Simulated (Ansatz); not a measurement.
**ZnO: experiment and calculation**

**The experiment to reproduce.**

“Local structures of polar wurtzites Zn1-xMgxO studied by Raman and 67Zn/25Mg NMR spectroscopies and by total neutron scattering”, 2008, arxiv:0808.0492 reports, for a powder of ZnO at 298 K: lattice constant a 3.24945 ± 0.00001 Å; lattice constant c 5.20574 ± 0.00003 Å.

“ZnCr2O4 Inclusions in ZnO Matrix Investigated by Probe-Corrected STEM-EELS”, 2019, pmc:6471317 reports, for a ceramic of ZnO: band gap 3.22 ± 0.01 eV (direct).

The runs below are set against these values where they give the same quantity.

Theory: Ansatz, DFT r2SCAN, scalar-relativistic, plane waves, PAW.

Settings: cutoff 500 eV, Γ-centred mesh 12×12×6 on the computed 4-atom cell, Gaussian smearing of 0.02 eV; no spin polarisation.

Relaxed structure, symmetry kept:

```cif
data_structure
_symmetry_space_group_name_H-M 'P 1'
_symmetry_Int_Tables_number 1
_cell_length_a 3.2352
_cell_length_b 3.2352
_cell_length_c 5.2114
_cell_angle_alpha 90.000
_cell_angle_beta 90.000
_cell_angle_gamma 120.000
_cell_volume 47.24
loop_
_atom_site_label
_atom_site_type_symbol
_atom_site_fract_x
_atom_site_fract_y
_atom_site_fract_z
_atom_site_occupancy
Zn1 Zn 0.33333 0.66667 0.49969 1
Zn2 Zn 0.66667 0.33333 0.99969 1
O1 O 0.66667 0.33333 0.37932 1
O2 O 0.33333 0.66667 0.87932 1
```

| Property | Result |
| --- | --- |
| Space group | P6_3mc (No. 186) |
| Volume per atom | 11.81 Å³ |
| Formation energy from the elements' standard states (uncorrected) | -1.637 eV/atom |
| Generalised Kohn–Sham band gap | 1.24 eV, direct at Γ |
| Löwdin character of the top 1 eV of the valence band | O 2p 72 %, Zn 3d 25 % |
| Löwdin character of the lowest 1 eV of the conduction band | Zn 4s 59 %, O 2s 22 %, O 2p 17 % |
| Electron masses at the edge by Cartesian direction of the standard setting (m_e; degenerate bands sorted by energy; no spin-orbit coupling) | x: 0.19; y: 0.19; z: 0.19 |
| Hole masses at the edge by Cartesian direction of the standard setting (m_e; degenerate bands sorted by energy; no spin-orbit coupling) | x: 2.5, 0.22; y: 2.5, 0.22; z: 2.8, 2.8 |
| Bulk modulus | 150 GPa |
| Its pressure derivative | 4.4 |
| Bader charges (e) | Zn (2 in the cell) 1.28, O (2 in the cell) -1.28 |

Against the measured lattice constant a of ZnO, 3.24945 Å (298 K; powder; the paper above), the calculated 3.235 Å is off by -0.4 %. 2 values of this kind are on record in papers (3.24945 to 3.2513 Å); this one was drawn at random among those near their median, those with a stated uncertainty first. Against the measured lattice constant c of ZnO, 5.20574 Å (298 K; powder; the paper above), the calculated 5.211 Å is off by +0.1 %. 2 values of this kind are on record in papers (5.20574 to 5.2101 Å); this one was drawn at random among those near their median, those with a stated uncertainty first. The calculation is for 0 K without zero-point motion. Measured band gap of ZnO: 3.22 eV (direct; ceramic; the paper above). This calculation gives 1.24 eV (-1.98 eV). So large a miss may mean another phase, state or a wrong row. 4 values of this kind are on record (3.22 to 3.378 eV); this one was drawn at random among those near their median, those with a stated uncertainty first. Kohn–Sham gaps of semilocal functionals fall short of measured ones as a rule.

A gap measured on a powder or ceramic can differ from the single crystal's.